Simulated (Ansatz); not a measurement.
`CC1=NCCO1` → `C/C=N/C(C)=O`  (isomerisation)

Gas-phase electronic energies from Ansatz, PBE0-D4/def2-TZVP geometries. CCSD(T)/CBS is the MP2 limit (def2-TZVPP, def2-QZVPP) plus CCSD(T) − MP2 in def2-TZVPP, frozen cores. Functionals use def2-TZVPP. B3LYP here is the variant with VWN-RPA as its local correlation; programs differ in this.

`CC1=NCCO1`:

Cartesian coordinates in Å:
```
C 1.077 -1.665 -0.809
C 0.377 -0.534 -0.160
N 0.482 -0.176 1.048
C -0.395 0.975 1.224
C -1.017 1.209 -0.164
O -0.453 0.167 -0.973
H 1.721 -2.159 -0.086
H 1.672 -1.305 -1.651
H 0.350 -2.378 -1.205
H -1.145 0.757 1.989
H 0.184 1.834 1.574
H -0.748 2.170 -0.606
H -2.104 1.104 -0.179
```

`C/C=N/C(C)=O`:

Cartesian coordinates in Å:
```
C 1.630 0.225 1.763
C 0.535 -0.306 0.918
N 0.367 0.053 -0.283
C -0.655 -0.568 -1.023
C -1.521 0.402 -1.770
O -0.769 -1.766 -1.095
H 1.221 0.718 2.649
H 2.248 -0.603 2.126
H 2.248 0.926 1.204
H -0.139 -1.042 1.377
H -2.335 -0.127 -2.261
H -1.914 1.163 -1.091
H -0.914 0.925 -2.513
```

| level | ΔE (kJ/mol) |
| --- | --- |
| B3LYP-D4 | -11.1 |
| r2SCAN0-D4 | 8.1 |
| PBE-QIDH | 14.6 |
| BLYP | -27.3 |

What does CCSD(T)/CBS give? (An estimate is asked.)

Ansatz gave: +3.6 kJ/mol. The listed levels differ from it by -14.7, 4.5, 11.0, -30.9 kJ/mol.

Largest T1 diagnostic among the species: 0.015.

In def2-TZVPP, CCSD(T) changes the Hartree–Fock value by +16.2 kJ/mol (the triples alone add −0.5 kJ/mol) and MP2 by +19.3 kJ/mol. Leaving LDA and LC-ωPBE aside and taking each functional with its dispersion term where it has one, the values, not all of them listed here, spread over 36.7 kJ/mol, from BLYP-D4 to PBE-QIDH. LDA lies +28.7 kJ/mol from PBE without D4.
